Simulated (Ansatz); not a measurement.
The same path of BH₄N (6 atoms, charge 0, multiplicity 1) was run 3 times with different band settings. Lost on the way: B1–H4. Made: N2–H4.

All numbers below come from Ansatz 0.2.0, RKS B3LYP/def2-TZVP.

Relaxed end points:

```xyz
6
Properties=species:S:1:pos:R:3
B -0.134 -0.681 -0.025
N 0.151 0.677 0.010
H 0.224 -1.371 0.880
H -0.729 -1.124 -0.959
H -0.119 1.318 -0.718
H 0.649 1.118 0.765
```

```xyz
6
Properties=species:S:1:pos:R:3
B 0.102 -1.291 0.082
N -0.213 0.334 -0.194
H 0.900 -1.156 1.001
H -1.060 0.438 -0.740
H 0.561 0.630 -0.799
H -0.247 0.980 0.605
```

Common settings: movable images 5; climbing image yes; spring 5.0 eV/Å²; optimiser quadratic models (default); iteration limit 60; end points relaxed.

| run | start path | force threshold |
| --- | --- | --- |
| 1 | through a guess of the saddle point | 0.03 eV/Å |
| 2 | straight line | 0.03 eV/Å |
| 3 | through a guess of the saddle point | 0.2 eV/Å |

Problem. What does each run give, and how far can it be trusted?

Solution. Run 1: converged after 16 iterations, highest image 4.900 eV above the first end. Beside the main top the profile has a ripple of under 15 meV (maxima at images 3, 5), which may be a very shallow well or noise. Neighbouring images differ by up to 2.2 eV, so the band resolves the path poorly. A vibrational analysis at the climbing image gives one clearly imaginary mode, 1399i cm⁻¹: a first-order saddle point.
Run 2: converged after 10 iterations, highest image 4.900 eV above the first end. Beside the main top the profile has a ripple of under 15 meV (maxima at images 3, 5), which may be a very shallow well or noise. Neighbouring images differ by up to 2.2 eV, so the band resolves the path poorly. Another band between the same ends (5 images) ends at a top of the same energy, where a vibrational analysis finds 1 clearly imaginary mode.
Run 3: converged after 13 iterations, highest image 4.900 eV above the first end. The threshold of 0.2 eV/Å is loose, so the images may lie well off the minimum-energy path. Beside the main top the profile has a ripple of under 15 meV (maxima at images 3, 5), which may be a very shallow well or noise. Neighbouring images differ by up to 2.2 eV, so the band resolves the path poorly. Another band between the same ends (5 images) ends at a top of the same energy, where a vibrational analysis finds 1 clearly imaginary mode.
The orbitals stay closed-shell, which can raise the energy where a bond breaks towards radicals; this wasn't checked here.
